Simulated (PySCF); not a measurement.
Species: thietane 1-oxide, C3H6OS.
Atom-mapped SMILES: `[O:1]=[S:2]1[CH2:3][CH2:4][CH2:5]1` (hydrogens: H6, H7 on C3; H8, H9 on C4; H10, H11 on C5)

The same species was optimised twice, with GFN2-xTB and with PBE0-D3(BJ)/def2-SVP (PySCF), and the same property calculations (PySCF, gas phase) were run on both structures.

```tsv
coordinate	GFN2-xTB	PBE0-D3(BJ)/def2-SVP	change
O1=S2 (Å)	1.459	1.493	+0.034
C5–H10 (Å)	1.086	1.101	+0.015
C3–H6 (Å)	1.086	1.101	+0.015
C5–H11 (Å)	1.086	1.098	+0.012
C3–H7 (Å)	1.086	1.098	+0.012
C4–H9 (Å)	1.090	1.101	+0.011
S2–C5 (Å)	1.869	1.859	-0.010
S2–C3 (Å)	1.869	1.859	-0.010
C4–H8 (Å)	1.091	1.100	+0.009
C3–C4 (Å)	1.525	1.528	+0.003
C4–C5 (Å)	1.525	1.528	+0.003
S2–C5–H10 (°)	108.6	104.8	-3.8
S2–C3–H6 (°)	108.5	104.8	-3.7
C4–C5–H11 (°)	116.9	120.0	+3.1
C4–C3–H7 (°)	117.0	119.9	+2.9
O1–S2–C3 (°)	109.7	112.2	+2.5
O1–S2–C5 (°)	109.7	112.2	+2.5
S2–C5–H11 (°)	114.7	116.0	+1.3
C3–C4–C5 (°)	96.1	94.7	-1.4
```

Rotational constants: A = 8545, B = 3623, C = 3033 MHz (GFN2-xTB) against A = 8770, B = 3548, C = 2978 MHz (PBE0-D3(BJ)/def2-SVP). Point groups within 0.08 Å: Cs and Cs.

On the GFN2-xTB structure: lowest singlet, TDDFT (eV) 5.42 [wB97X-D/def2-SVPD]; lowest triplet, Tamm–Dancoff (eV) 4.67 [wB97X-D/def2-SVPD]; isotropic polarisability (au) 57.9 [wB97X-D/def2-SVPD]; HOMO (eV) -8.55 [wB97X-D/def2-SVPD]; LUMO (eV) 1.77 [wB97X-D/def2-SVPD]; dipole (D) 4.16 [wB97X-D/def2-SVPD]; HOMO (eV) -6.56 [PBE0/pcSseg-1]; LUMO (eV) 0.37 [PBE0/pcSseg-1]; dipole (D) 3.86 [PBE0/pcSseg-1]; GIAO shielding of O1 (ppm) 199.0 [PBE0/pcSseg-1]; GIAO shielding of S2 (ppm) 149.4 [PBE0/pcSseg-1]; GIAO shielding of C3/C5 (mean) (ppm) 128.4 [PBE0/pcSseg-1]; GIAO shielding of C4 (ppm) 173.6 [PBE0/pcSseg-1].

Problem. What do these properties become on the PBE0-D3(BJ)/def2-SVP structure?

Solution. 
```json
{"property": "lowest singlet, TDDFT (eV)", "level": "wB97X-D/def2-SVPD", "on GFN2-xTB": "5.42", "on PBE0-D3(BJ)/def2-SVP": "5.50", "change": "+0.08"}
{"property": "lowest triplet, Tamm–Dancoff (eV)", "level": "wB97X-D/def2-SVPD", "on GFN2-xTB": "4.67", "on PBE0-D3(BJ)/def2-SVP": "4.77", "change": "+0.10"}
{"property": "isotropic polarisability (au)", "level": "wB97X-D/def2-SVPD", "on GFN2-xTB": "57.9", "on PBE0-D3(BJ)/def2-SVP": "58.9", "change": "+1.0"}
{"property": "HOMO (eV)", "level": "wB97X-D/def2-SVPD", "on GFN2-xTB": "-8.55", "on PBE0-D3(BJ)/def2-SVP": "-8.57", "change": "-0.02"}
{"property": "LUMO (eV)", "level": "wB97X-D/def2-SVPD", "on GFN2-xTB": "1.77", "on PBE0-D3(BJ)/def2-SVP": "1.81", "change": "+0.04"}
{"property": "dipole (D)", "level": "wB97X-D/def2-SVPD", "on GFN2-xTB": "4.16", "on PBE0-D3(BJ)/def2-SVP": "4.46", "change": "+0.30"}
{"property": "energy, GFN2-xTB geometry as zero (kcal/mol)", "level": "wB97X-D/def2-SVPD", "on GFN2-xTB": "0.0", "on PBE0-D3(BJ)/def2-SVP": "-2.1", "change": "-2.1"}
{"property": "HOMO (eV)", "level": "PBE0/pcSseg-1", "on GFN2-xTB": "-6.56", "on PBE0-D3(BJ)/def2-SVP": "-6.58", "change": "-0.02"}
{"property": "LUMO (eV)", "level": "PBE0/pcSseg-1", "on GFN2-xTB": "0.37", "on PBE0-D3(BJ)/def2-SVP": "0.42", "change": "+0.05"}
{"property": "dipole (D)", "level": "PBE0/pcSseg-1", "on GFN2-xTB": "3.86", "on PBE0-D3(BJ)/def2-SVP": "4.12", "change": "+0.26"}
{"property": "energy, GFN2-xTB geometry as zero (kcal/mol)", "level": "PBE0/pcSseg-1", "on GFN2-xTB": "0.0", "on PBE0-D3(BJ)/def2-SVP": "-2.4", "change": "-2.4"}
{"property": "GIAO shielding of O1 (ppm)", "level": "PBE0/pcSseg-1", "on GFN2-xTB": "199.0", "on PBE0-D3(BJ)/def2-SVP": "178.0", "change": "-21.0"}
{"property": "GIAO shielding of S2 (ppm)", "level": "PBE0/pcSseg-1", "on GFN2-xTB": "149.4", "on PBE0-D3(BJ)/def2-SVP": "152.4", "change": "+3.0"}
{"property": "GIAO shielding of C3/C5 (mean) (ppm)", "level": "PBE0/pcSseg-1", "on GFN2-xTB": "128.4", "on PBE0-D3(BJ)/def2-SVP": "125.7", "change": "-2.7"}
{"property": "GIAO shielding of C4 (ppm)", "level": "PBE0/pcSseg-1", "on GFN2-xTB": "173.6", "on PBE0-D3(BJ)/def2-SVP": "171.9", "change": "-1.7"}
```

The heavy atoms differ by 0.058 Å rms after alignment. Among all bonds O1=S2 changes most (+0.034 Å). Changes are differences of the printed values. Neither structure is proved a minimum here.

wB97X-D is run here without its empirical dispersion term; that term would change no orbital, density or response property at a fixed geometry.
